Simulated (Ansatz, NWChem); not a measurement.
Heat of formation of C2HClF2 (SMILES FC(F)=CCl) from total energies

C2HClF2: 6 atoms, total charge 0, spin state singlet. As SMILES, `FC(F)=CCl`. The shape is that of a PBE0-D4/def2-TZVP optimisation.

Total energies at PBE/6-31G* (spherical functions) (NWChem 7.3.0); the atoms run unrestricted:

| species | state | energy (Eh) |
| --- | --- | --- |
| C2HClF2 | singlet | -736.159197 |
| F | doublet | -99.612596 |
| C | triplet | -37.781320 |
| Cl | doublet | -459.923430 |
| H | doublet | -0.497432 |

Harmonic wavenumbers at PBE0-D4/def2-TZVP, in cm⁻¹: 196, 242, 440, 589, 618, 782, 865, 1008, 1224, 1373, 1808, 3262.

Measured heats of formation of the gaseous atoms at 298.15 K, in kJ/mol: F 79.4, C 716.9, Cl 121.3, H 218.0. Spin-orbit lowering of the atoms at 298 K (mean of the ground term's levels less their thermal mean, from spectra), in kJ/mol: F 1.29, C 0.02, Cl 3.44. Take 1 Eh = 2625.50 kJ/mol, 1 cm⁻¹ = 0.0119627 kJ/mol, RT = 2.479 kJ/mol.

Question: Work out the heat of formation of the gas at 298 K.

Answer: 
1. Electronic atomisation energy: 2 × (-99.612596) + 2 × (-37.781320) + (-459.923430) + (-0.497432) − (-736.159197) = 0.950503 Eh = 2495.5 kJ/mol.
2. Zero-point energy: half the sum of the wavenumbers, 6203.5 cm⁻¹ = 74.2 kJ/mol.
3. Thermal vibrational enthalpy, Σ hcν̃/(exp(hcν̃/kT) − 1): 4.9 kJ/mol. Translation, rotation and pV of a non-linear molecule: 4 RT = 9.9 kJ/mol.
4. The 6 free atoms carry 5/2 RT each: 37.2 kJ/mol.
5. Spin-orbit coupling lowers the free atoms by 2 × 1.29 + 2 × 0.02 + 3.44 = 6.1 kJ/mol.
6. Atomisation enthalpy at 298 K: 2495.5 − 6.1 − 74.2 − 4.9 − 9.9 + 37.2 = 2437.6 kJ/mol.
7. Sum of the atoms' heats of formation: 1931.9 kJ/mol. Heat of formation: 1931.9 − 2437.6 = -505.7 kJ/mol.

The tabulated value is -315.5 kJ/mol (CRC Handbook of Chemistry and Physics; in doubt, as an older value, an estimate or one at odds with other calculations), so this level is off by -190.2 kJ/mol, or 8.5 % of the atomisation enthalpy that the table implies (2247.3 kJ/mol). Gradient-corrected functionals often overbind somewhat. Anharmonicity and any spin-orbit splitting of the molecule are left out.
